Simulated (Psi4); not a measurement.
Psi4 input (wB97X-D/6-31G*):

```
memory 1500 MB

molecule {
1 2
Si   -0.00000000   -0.00000000    0.00000000
H     0.87559489    0.85467525    0.83309847
H    -0.82219976   -0.86546541    0.87529791
H    -0.88619780    0.85452031   -0.82197187
H     0.83280267   -0.84373015   -0.88642451
symmetry c1
no_reorient
no_com
}

set {
  basis 6-31G*
  reference uks
  scf_type pk
  dft_radial_points 99
  dft_spherical_points 590
  e_convergence 1e-8
  d_convergence 1e-7
  maxiter 150
}

e = energy('wb97x-d')
print_out(f'\nFINAL {e:.10f} DIPOLE {variable("CURRENT DIPOLE")[0]:.6f} {variable("CURRENT DIPOLE")[1]:.6f} {variable("CURRENT DIPOLE")[2]:.6f}\n')
```

Output:

```
   => Loading Basis Set <=

    Name: 6-31G*
    Role: ORBITAL
    Keyword: BASIS
    atoms 1   entry SI         line   268 file 6-31gs.gbs
    atoms 2-5 entry H          line    44 file 6-31gs.gbs

   => WB97X-D: Empirical Dispersion <=

    Chai and Head-Gordon Dispersion Correction
    Chai, J.-D.; Head-Gordon, M. (2010), J. Chem. Phys., 132: 6615-6620

        s6 =       1.000000

         ---------------------------------------------------------
                                   SCF
               by Justin Turney, Rob Parrish, Andy Simmonett
                          and Daniel G. A. Smith
                              UKS Reference
         ---------------------------------------------------------

  ==> Geometry <==

    Molecular point group: c1
    Full point group: Td

    Geometry (in Angstrom), charge = 1, multiplicity = 2:

       Center              X                  Y                   Z               Mass
    ------------   -----------------  -----------------  -----------------  -----------------
         SI           0.000000000000     0.000000000000     0.000000000000    27.976926534650
         H            0.875594890000     0.854675250000     0.833098470000     1.007825032230
         H           -0.822199760000    -0.865465410000     0.875297910000     1.007825032230
         H           -0.886197800000     0.854520310000    -0.821971870000     1.007825032230
         H            0.832802670000    -0.843730150000    -0.886424510000     1.007825032230

  Running in c1 symmetry.

  Rotational constants: A =      2.86261  B =      2.86261  C =      2.86261 [cm^-1]
  Rotational constants: A =  85818.99754  B =  85818.99732  C =  85818.99701 [MHz]
  Nuclear repulsion =   21.332809009559547

  Charge       = 1
  Multiplicity = 2
  Electrons    = 17
  Nalpha       = 9
  Nbeta        = 8

  ==> Algorithm <==

  SCF Algorithm Type is PK.
  DIIS enabled.
  MOM disabled.
  Fractional occupation disabled.
  Guess Type is SAD.
  Energy threshold   = 1.00e-08
  Density threshold  = 1.00e-07
  Integral threshold = 1.00e-12

  ==> Primary Basis <==

  Basis Set: 6-31G*
    Blend: 6-31G*
    Number of shells: 16
    Number of basis functions: 27
    Number of Cartesian functions: 27
    Spherical Harmonics?: false
    Max angular momentum: 2

  ==> DFT Potential <==

   => LibXC <=

    Version 7.1.2
    S. Lehtola, C. Steigemann, M. J. T. Oliveira, and M. A. L. Marques,  SoftwareX 7, 1–5 (2018) (10.1016/j.softx.2017.11.002)

   => Composite Functional: WB97X-D <=

    wB97X-D Hyb-GGA Exchange-Correlation Functional

    J.-D. Chai and M. Head-Gordon,  Phys. Chem. Chem. Phys. 10, 6615–6620 (2008) (10.1039/B810189B)

    Deriv               =              1
    GGA                 =           TRUE
    Meta                =          FALSE

    Exchange Hybrid     =           TRUE
    MP2 Hybrid          =          FALSE

   => Exchange-Correlation Functionals <=

    1.0000   wB97X-D range-separated functional

   => Exact (HF) Exchange <=

    0.7780            HF,LR [omega = 0.2000]
    0.2220               HF

   => LibXC Density Thresholds  <==

    XC_HYB_GGA_XC_WB97X_D:  1.00E-14

   => Molecular Quadrature <=

    Radial Scheme          =       TREUTLER
    Pruning Scheme         =           NONE
    Nuclear Scheme         =       TREUTLER

    Blocking Scheme        =         OCTREE
    BS radius alpha        =              1
    Pruning alpha          =              1
    Radial Points          =             99
    Spherical Points       =            590
    Total Points           =         280385
    Total Blocks           =           2094
    Max Points             =            256
    Max Functions          =             27
    Weights Tolerance      =       1.00E-15

  ==> Integral Setup <==

  Using in-core PK algorithm.
   Calculation information:
      Number of atoms:                   5
      Number of AO shells:              16
      Number of primitives:             43
      Number of atomic orbitals:        27
      Number of basis functions:        27

      Integral cutoff                 1.00e-12
      Number of threads:                 1

  Performing in-core PK
  Using 214893 doubles for integral storage.
  We computed 9316 shell quartets total.
  Whereas there are 9316 unique shell quartets.

  Computing range-separated integrals for PK
  We computed 9316 wK shell quartets total.
  Whereas there are 9316 wK unique shell quartets.

  ==> DiskJK: Disk-Based J/K Matrices <==

    J tasked:                  Yes
    K tasked:                  Yes
    wK tasked:                 Yes
    Omega:               2.000E-01
    Schwarz Cutoff:          1E-12


  Cached 100.0% of DFT collocation blocks in 0.209 [GiB].

  Minimum eigenvalue in the overlap matrix is 9.7876053652E-03.
  Reciprocal condition number of the overlap matrix is 1.9572653414E-03.
    Using symmetric orthogonalization.

  ==> Pre-Iterations <==

  SCF Guess: Superposition of Atomic Densities via on-the-fly atomic UHF (no occupation information).

   -------------------------
    Irrep   Nso     Nmo
   -------------------------
     A         27      27
   -------------------------
    Total      27      27
   -------------------------

  ==> Iterations <==

                        Total Energy        Delta E     RMS |[F,P]|

   @UKS iter SAD:  -291.36937680526597   -2.91369e+02   0.00000e+00
   @UKS iter   1:  -291.36024466605966    9.13214e-03   5.49712e-03 ADIIS/DIIS
   @UKS iter   2:  -291.38489860038754   -2.46539e-02   1.34391e-03 ADIIS/DIIS
   @UKS iter   3:  -291.38663553851245   -1.73694e-03   4.98016e-04 ADIIS/DIIS
   @UKS iter   4:  -291.38692430011378   -2.88762e-04   1.70245e-04 ADIIS/DIIS
   @UKS iter   5:  -291.38704318942001   -1.18889e-04   1.16000e-04 ADIIS/DIIS
   @UKS iter   6:  -291.38713615373985   -9.29643e-05   1.22450e-04 ADIIS/DIIS
   @UKS iter   7:  -291.38704918580282    8.69679e-05   1.14964e-04 ADIIS/DIIS
   @UKS iter   8:  -291.38659876379785    4.50422e-04   1.26896e-04 ADIIS/DIIS
   @UKS iter   9:  -291.38658108077851    1.76830e-05   1.07545e-04 ADIIS/DIIS
   @UKS iter  10:  -291.38654747179783    3.36090e-05   5.96884e-05 DIIS
   @UKS iter  11:  -291.38656101569893   -1.35439e-05   5.35914e-05 DIIS
   @UKS iter  12:  -291.38656779588001   -6.78018e-06   6.14214e-05 DIIS
   @UKS iter  13:  -291.38657392924785   -6.13337e-06   6.77765e-05 DIIS
   @UKS iter  14:  -291.38653114346937    4.27858e-05   6.37141e-05 DIIS
   @UKS iter  15:  -291.38667825183046   -1.47108e-04   1.08069e-04 ADIIS/DIIS
   @UKS iter  16:  -291.38679111199377   -1.12860e-04   2.85259e-04 ADIIS/DIIS
   @UKS iter  17:  -291.38677740544887    1.37065e-05   1.32014e-04 ADIIS/DIIS
   @UKS iter  18:  -291.38681753115935   -4.01257e-05   6.46992e-05 DIIS
   @UKS iter  19:  -291.38687418504753   -5.66539e-05   1.53435e-04 ADIIS/DIIS
   @UKS iter  20:  -291.38685308640737    2.10986e-05   2.33210e-04 ADIIS/DIIS
   @UKS iter  21:  -291.38684740549371    5.68091e-06   2.47208e-04 ADIIS/DIIS
   @UKS iter  22:  -291.38685483537358   -7.42988e-06   2.28704e-04 ADIIS/DIIS
   @UKS iter  23:  -291.38686416963446   -9.33426e-06   2.03390e-04 ADIIS/DIIS
   @UKS iter  24:  -291.38685362965202    1.05400e-05   2.32578e-04 ADIIS/DIIS
   @UKS iter  25:  -291.38689425605406   -4.06264e-05   6.89712e-05 DIIS
   @UKS iter  26:  -291.38689818633259   -3.93028e-06   1.47103e-05 DIIS
   @UKS iter  27:  -291.38689837453819   -1.88206e-07   3.09929e-06 DIIS
   @UKS iter  28:  -291.38689838067171   -6.13352e-09   2.03442e-06 DIIS
   @UKS iter  29:  -291.38689838286285   -2.19114e-09   1.75426e-07 DIIS
   @UKS iter  30:  -291.38689838285489    7.95808e-12   6.37706e-08 DIIS
  Energy and wave function converged.

  ==> Post-Iterations <==

   Electrons on quadrature grid:
      Nalpha   =    8.9999999830 ; deviation = -1.696e-08
      Nbeta    =    7.9999999939 ; deviation = -6.136e-09
      Ntotal   =   16.9999999769 ; deviation = -2.310e-08

   @Spin Contamination Metric:   1.093225401E-02
   @S^2 Expected:                7.500000000E-01
   @S^2 Observed:                7.609322540E-01
   @S   Expected:                5.000000000E-01
   @S   Observed:                5.000000000E-01

    Orbital Energies [Eh]
    ---------------------

    Alpha Occupied:

       1A    -66.583445     2A     -5.706018     3A     -4.057035
       4A     -4.047404     5A     -4.045664     6A     -0.965120
       7A     -0.801951     8A     -0.729338     9A     -0.689352

    Alpha Virtual:

      10A     -0.135291    11A     -0.135229    12A     -0.121963
      13A     -0.062142    14A      0.059746    15A      0.069537
      16A      0.082305    17A      0.083436    18A      0.340531
      19A      0.352524    20A      0.459407    21A      0.471328
      22A      0.492936    23A      0.786652    24A      0.879096
      25A      0.949136    26A      0.988188    27A      2.679615

    Beta Occupied:

       1A    -66.582239     2A     -5.704879     3A     -4.051402
       4A     -4.047345     5A     -4.044951     6A     -0.912823
       7A     -0.698271     8A     -0.687816

    Beta Virtual:

       9A     -0.504425    10A     -0.121241    11A     -0.116645
      12A     -0.112419    13A     -0.048310    14A      0.074455
      15A      0.074722    16A      0.083536    17A      0.084595
      18A      0.363622    19A      0.368519    20A      0.479302
      21A      0.486888    22A      0.492397    23A      0.825374
      24A      0.941746    25A      0.968301    26A      0.987571
      27A      2.687492

    Final Occupation by Irrep:
              A
    DOCC [     8 ]
    SOCC [     1 ]
    NA   [     9 ]
    NB   [     8 ]

  @UKS Final Energy:  -291.38689838285489

   => Energetics <=

    Nuclear Repulsion Energy =             21.3328090095595471
    One-Electron Energy =                -440.2207641728992940
    Two-Electron Energy =                 143.3521846038453589
    DFT Exchange-Correlation Energy =     -15.8501221289306020
    Empirical Dispersion Energy =          -0.0010056944299215
    VV10 Nonlocal Energy =                  0.0000000000000000
    Total Energy =                       -291.3868983828548949

  UHF NO Occupations:
  HONO-2 :    7  A 1.9998812
  HONO-1 :    8  A 1.9946978
  HONO-0 :    9  A 1.0000000
  LUNO+0 :   10  A 0.0053022
  LUNO+1 :   11  A 0.0001188
  LUNO+2 :   12  A 0.0000591
  LUNO+3 :   13  A 0.0000000

Computation Completed

Properties will be evaluated at   0.000000,   0.000000,   0.000000 [a0]

Properties computed using the SCF density matrix

 Multipole Moments:

 ------------------------------------------------------------------------------------
     Multipole            Electronic (a.u.)      Nuclear  (a.u.)        Total (a.u.)
 ------------------------------------------------------------------------------------

 L = 1.  Multiply by 2.5417464519 to convert [e a0] to [Debye]
 Dipole X            :          0.6365609            0.0000000            0.6365609
 Dipole Y            :          0.0037142           -0.0000000            0.0037142
 Dipole Z            :         -0.0202168            0.0000000           -0.0202168
 Magnitude           :                                                    0.6368926

 ------------------------------------------------------------------------------------

FINAL -291.3868983829 DIPOLE 0.636561 0.003714 -0.020217

*** Psi4 exiting successfully. Buy a developer a beer!
```

The dipole moment of an ion depends on the origin.

The geometry given is a B3LYP-D3(BJ)/def2-TZVP minimum of the species of charge 0 and multiplicity 1, not of this state.
